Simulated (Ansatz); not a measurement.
## Ansatz (development build ahead of 0.2.0) run

```yaml
crystal:
  periodic: [false, false, false]
  atoms:
    - { symbol: C, position_ang: [0.0, 0.0, 0.0] }
    - { symbol: C, position_ang: [0.0, 0.0, 1.7] }
basis:
  gaussian: { orbitals: def2-SVP }
magnetization:
  spin_polarized: true
hamiltonian:
  xc: hf
correlation:
  method: mp2
  frozen_orbitals: { C: 1 }
output:
  forces: true
```

The input is written out in the form of the current development build from the run's settings.

Output:

```yaml
Converged: yes
Reference_energy: -75.35120 hartree
Correlation_energy: -0.13018 hartree
Total_energy: -75.48138 hartree
Spin_squared_of_the_determinant: 1.872
Stability_test: minimum
```

Forces (eV/Å):
| atom | Fx | Fy | Fz |
| --- | --- | --- | --- |
| C1 | 0.000 | 0.000 | 6.611 |
| C2 | 0.000 | 0.000 | -6.611 |

Caution: bonds are stretched, where a single reference can fail; the unrestricted determinant is a mixture of spin states.
